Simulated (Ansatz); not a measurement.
`[Mg]=[S]`, 2 atoms. The species carries charge 0 and has multiplicity 1. Correlated methods include outer-core shells of Mg, which these sets cover unevenly. Hardware: A = 2 threads of an AMD EPYC 7R13 on a shared host; B = 2 threads of an AMD EPYC 7R13 on a shared host and a share of an NVIDIA H100 80 GB. Correlated methods freeze the cores. Open-shell runs search over several starts.

(1) Give the basis size and wall time and peak host memory of each of these runs in Ansatz. UHF-CCSD(T)/def2-QZVPP energy of the cation [B]; RHF-CCSD(T)/def2-QZVPP energy [A]; RKS LC-ωPBE/def2-TZVPP energy [A]; RHF-CCSD(T)/def2-SVP energy [A]; UHF-CCSD(T)/def2-TZVPP energy of the cation [A]; RKS PBE0-D4/def2-QZVPP energy [A]; UKS ωB97X-V/def2-TZVPP energy of the cation [A]; UKS B3LYP-D4/def2-TZVPP energy of the cation [A]; RKS ωB97M-V/def2-SVP energy [A]; RKS ωB97M-V/def2-QZVPP energy [A]; UKS PBE0-D4/def2-TZVPP energy of the cation [A]; RKS PBE0-D4/def2-SVP energy [A]. (An estimate is asked.)

Answers

(1) The calculation gave: Other jobs shared the machine, so times are rough.

```csv
level,job,functions,wall time,peak host memory (GiB)
RKS PBE0-D4/def2-SVP,energy [A],36,0.35 s,0.18
RHF-CCSD(T)/def2-SVP,energy [A],36,0.4 s,0.18
RKS LC-ωPBE/def2-TZVPP,energy [A],74,0.61 s,0.18
UKS PBE0-D4/def2-TZVPP,energy of the cation [A],74,0.91 s,0.18
UKS B3LYP-D4/def2-TZVPP,energy of the cation [A],74,0.96 s,0.18
RKS ωB97M-V/def2-SVP,energy [A],36,0.96 s,0.18
RKS PBE0-D4/def2-QZVPP,energy [A],133,1.1 s,0.23
UKS ωB97X-V/def2-TZVPP,energy of the cation [A],74,2.6 s,0.24
RKS ωB97M-V/def2-QZVPP,energy [A],133,2.8 s,0.28
UHF-CCSD(T)/def2-TZVPP,energy of the cation [A],74,3.9 s,0.29
RHF-CCSD(T)/def2-QZVPP,energy [A],133,5 s,0.5
UHF-CCSD(T)/def2-QZVPP,energy of the cation [B],133,5 s,0.81
```

B3LYP here is the variant with VWN-RPA as its local correlation; programs differ in this. LC-ωPBE has ω = 0.4 bohr⁻¹.
